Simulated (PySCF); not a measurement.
**H4OSSi: core ionisation energies**

Species: H4OSSi.
Z-matrix (Å and degrees, GFN2-xTB geometry), rows numbered from 1:
```
O 
Si  1  1.6188
S   2  2.1574  1  110.81
H   1  0.9544  2  123.56  3    53.73
H   2  1.4511  1  113.55  3  -114.96
H   2  1.4479  1  102.23  3   117.01
H   3  1.3246  2   96.21  1    54.08
```

Computed with PySCF, delta-SCF UKS SCAN, pcX-2 on the ionised atom, pcseg-1 elsewhere, spin-free X2C. Each binding energy is the total energy of the core-ionised species, with the hole localised on one atom, minus that of the ground state; both are solved self-consistently, so orbital relaxation is included.

Question: List the computed XPS lines with their assignment.

Answer: 
| atom(s) | environment | level | binding energy (eV) | 2p1/2 (eV) | count |
| --- | --- | --- | --- | --- | --- |
| O1 | silanol oxygen | O 1s | 538.93 | – | 1 |
| Si2 | oxygen-bound silicon | Si 2p3/2 | 107.82 | 108.45 | 1 |
| Si2 | oxygen-bound silicon | Si 1s | 1847.76 | – | 1 |
| S3 | sulfur bonded to Si and H | S 1s | 2477.09 | – | 1 |

Question: Which photon wavelength matches the S 1s of S3 threshold?

Answer: λ = hc/E = 12398.42 eV Å / 2477.09 eV = 5.005 Å.

Not every level is listed. 2p3/2 and 2p1/2 are the ΔSCF energy of one spin-free 2p hole plus the eigenvalues of a spin–orbit and ligand-field matrix of the shell. 2p1/2 minus 2p3/2 (ligand field included): Si 0.63 eV. The structure is a single GFN2-xTB conformer in the gas phase; no vibrational or solvent corrections.

Hardware: one thread of an x86-64 server (shared host). Cost: 11 s of wall time.
